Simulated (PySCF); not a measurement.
Potential energy curve for LiH, singlet.

Computed with CCSD(T) on UHF/6-31G in PySCF.

**Question.** Relative to R = 1.66 Å, what are the energies at R = 1.28, 1.51, 1.57, 3.55 Å?

**Answer.** 15.2 kcal/mol at 1.28 Å, 1.9 kcal/mol at 1.51 Å, 0.7 kcal/mol at 1.57 Å, 38.6 kcal/mol at 3.55 Å.

The unrestricted determinant behind UCCSD(T) is spin-contaminated at 2.40 to 6.33 Å (<S²> up to 1.0, against 0.00 for a pure singlet).
